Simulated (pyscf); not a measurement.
:HSi–NH–SiH₃ [singlet] + hydrogen (H₂) -> H₂N–SiH: [singlet] + silane (SiH₄), a four-centre exchange (singlet surface; N–Si, H–H broken, H–N, H–Si formed). Optimised with ωB97X-D3(BJ)/def2-SVP in PySCF. Energies in kcal/mol from the separated reactants.

Small-basis levels: PySCF, no dispersion term, spherical d functions. AM1 to PM7: differences of heats of formation from MOPAC, which are fitted to 298 K values and so differ in kind from electronic energies by zero-point and thermal terms. Cost: rough CPU time at the saddle relative to B3LYP/6-31G*, from one job on a shared machine.

| level | barrier | reaction energy | cost |
|---|---|---|---|
| HF/STO-3G | 99.0 | +0.9 | 0.04 |
| HF/3-21G | 77.7 | +5.5 | 0.05 |
| HF/6-31G* | 77.5 | +0.7 | 0.07 |
| MP2/6-31G* | 71.9 | +8.0 | 0.09 |
| BP86/6-31G* | 56.4 | +2.6 | 1 |
| PBE/6-31G* | 54.5 | +2.7 | 1 |
| B3LYP/3-21G | 63.6 | +4.0 | 0.7 |
| B3LYP/LANL2DZ | 66.7 | -4.2 | 0.7 |
| B3LYP/6-31G* | 62.6 | +2.5 | 1 |
| M06-2X/6-31G* | 61.3 | +6.8 | 2 |
| PM3 | 93.0 | +33.2 | under 0.02 |
| PM6 | 74.6 | +44.5 | under 0.02 |
| ωB97M-D3(BJ)/def2-TZVP | 58.5 | +5.2 | – |

Against the last row the barrier runs from -4.0 (PBE/6-31G*) to +40.5 kcal/mol (HF/STO-3G). ωB97M-D3(BJ)/def2-TZVP has limits of its own. This is the saddle that the search found; another between the same sides may lie lower.
